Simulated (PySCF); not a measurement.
Isobutyl mercaptan, C4H10S.
Atom-mapped SMILES: `[CH3:1][CH:2]([CH3:3])[CH2:4][SH:5]` (hydrogens: H6, H7, H8 on C1; H9 on C2; H10, H11, H12 on C3; H13, H14 on C4; H15 on S5)

Geometry (GFN2-xTB, Å), atoms numbered from 1 in this order:
```
atom  x, y, z in Å
C1     1.122   -0.938    0.256
C2    -0.013    0.078    0.339
C3     0.538    1.502    0.392
C4    -0.951   -0.054   -0.857
S5    -1.815   -1.662   -0.925
H6     1.745   -0.884    1.145
H7     1.744   -0.738   -0.614
H8     0.727   -1.947    0.172
H9    -0.586   -0.110    1.255
H10    1.207    1.613    1.242
H11   -0.267    2.226    0.491
H12    1.095    1.727   -0.515
H13   -0.395    0.001   -1.792
H14   -1.712    0.727   -0.850
H15   -2.443   -1.534    0.242
```

The closed-shell SCF was solved with PySCF and density fitting under several settings on one GFN2-xTB geometry (grid level 2 and gas phase unless stated).

```json
{"settings": "PBE0/pcSseg-1", "basis functions": "142", "SCF cycles": "12", "E (Eh)": "-556.2641", "HOMO (eV)": "-6.73", "LUMO (eV)": "0.70", "dipole (D)": "1.82"}
{"settings": "PBE0/def2-SVPD", "basis functions": "187", "SCF cycles": "12", "E (Eh)": "-556.0812", "HOMO (eV)": "-6.76", "LUMO (eV)": "0.30", "dipole (D)": "1.78"}
{"settings": "BHandHLYP/pcseg-1, IEF-PCM benzene, level shift 0.3 Eh", "basis functions": "124", "SCF cycles": "12", "E (Eh)": "-556.4797", "HOMO (eV)": "-7.89", "LUMO (eV)": "1.59", "dipole (D)": "2.11"}
{"settings": "OPBE/IGLO-II", "basis functions": "183", "SCF cycles": "14", "E (Eh)": "-556.5652", "HOMO (eV)": "-5.34", "LUMO (eV)": "0.05", "dipole (D)": "1.61"}
{"settings": "BLYP/ANO-RCC-VDZP", "basis functions": "124", "SCF cycles": "14", "E (Eh)": "-556.3169", "HOMO (eV)": "-5.23", "LUMO (eV)": "-0.52", "dipole (D)": "1.67"}
{"settings": "mPW1PW91/ANO-RCC-VDZP, energy threshold 1e-11 Eh", "basis functions": "124", "SCF cycles": "11", "E (Eh)": "-556.4178", "HOMO (eV)": "-6.70", "LUMO (eV)": "0.14", "dipole (D)": "1.76"}
{"settings": "PBE0/aug-pcSseg-1, start guess atom", "basis functions": "227", "SCF cycles": "10", "E (Eh)": "-556.2730", "HOMO (eV)": "-6.75", "LUMO (eV)": "-0.23", "dipole (D)": "1.75"}
```

**Question.** Estimate the row for these settings: OPBE/def2-SVPD, IEF-PCM acetone.

**Answer.** 
```csv
settings,basis functions,SCF cycles,E (Eh),HOMO (eV),LUMO (eV),dipole (D)
"OPBE/def2-SVPD, IEF-PCM acetone",187,14,-556.3389,-5.62,-0.23,2.49
```

**Question.** Over all rows, what range does the HOMO–LUMO gap span?

**Answer.** From 4.71 eV (BLYP/ANO-RCC-VDZP) to 9.48 eV (BHandHLYP/pcseg-1, IEF-PCM benzene, level shift 0.3 Eh). The functional of the narrowest has no exact exchange, that of the widest 50 % exact exchange.

**Question.** And the dipole moment?

**Answer.** From 1.61 D (OPBE/IGLO-II) to 2.49 D (OPBE/def2-SVPD, IEF-PCM acetone); the largest is 1.55 times the smallest, and the median is 1.77 D.

**Question.** Compare two rows with the functional PBE0: PBE0/pcSseg-1 and PBE0/aug-pcSseg-1, start guess atom. Which energy is lower, and by how much?

**Answer.** PBE0/aug-pcSseg-1, start guess atom (227 functions) lies 0.0089 Eh or 5.6 kcal/mol below PBE0/pcSseg-1 (142 functions).

Cycle counts include a coarse-grid stage where the run had one. ANO-RCC sets were contracted for a scalar-relativistic Hamiltonian, but ran non-relativistically here. The structure is a single GFN2-xTB conformer; no vibrational corrections.
